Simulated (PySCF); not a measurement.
These 2 structures share the formula C2H4N (doublet state). Computed, not measured: PBE0-D3(BJ)/def2-SVP geometry optimisation, gas phase (PySCF). Energies are electronic, without zero-point or thermal terms, for one conformer each. No frequencies were run at this level. Point groups hold within 0.08 Å. The open-shell SCF solutions weren't tested for stability.

Question: Rank from lowest to highest electronic energy at this level (kcal/mol).
A. `[H]/[C]=N\C` [radical]
B. `[CH2:1][N:2]=[CH2:3]` (doublet state) with H–C1–N2–C3 0° and 180°

Answer: B (0.0), A (14.3).

Both arise from one parent by loss of a hydrogen atom ([CH2]N=C: H removed from sp3 C; [H]/[C]=N\C: H removed from sp2 C), so the differences are those of the electronic X–H dissociation energies at this level.

```json
{"SMILES": "[CH2]N=C", "E (Eh)": "-133.03485", "E rel (kcal/mol)": "0.0", "dipole (D)": "1.44", "point group": "C2v", "A, B, C (MHz)": "66641, 11845, 10058", "⟨S²⟩": "0.787"}
{"SMILES": "[H]/[C]=N\\C", "E (Eh)": "-133.01207", "E rel (kcal/mol)": "14.3", "dipole (D)": "2.19", "point group": "Cs", "A, B, C (MHz)": "67799, 10745, 9845", "⟨S²⟩": "0.755"}
```

Question: How do the relative energies change in single points at B3LYP/IGLO-III on C N, pcH-1 on H (no added dispersion term) on the same geometries?

Answer: 
```
     SMILES  PBE0-D3(BJ)/def2-SVP (kcal/mol)  B3LYP/IGLO-III on C N, pcH-1 on H (kcal/mol)  shift
   [CH2]N=C                              0.0                                           0.0    0.0
[H]/[C]=N\C                             14.3                                          13.2   -1.1
```

Each column counts from its own lowest isomer. The order is unchanged; the largest shift is 1.1 kcal/mol.

Question: As an exercise, what shares would exp(−E/RT) give at 2000 K from these electronic energies alone (no entropy, no degeneracies)?

Answer: RT = 3.974 kcal/mol: [CH2]N=C 97.3 %, [H]/[C]=N\C 2.7 %.
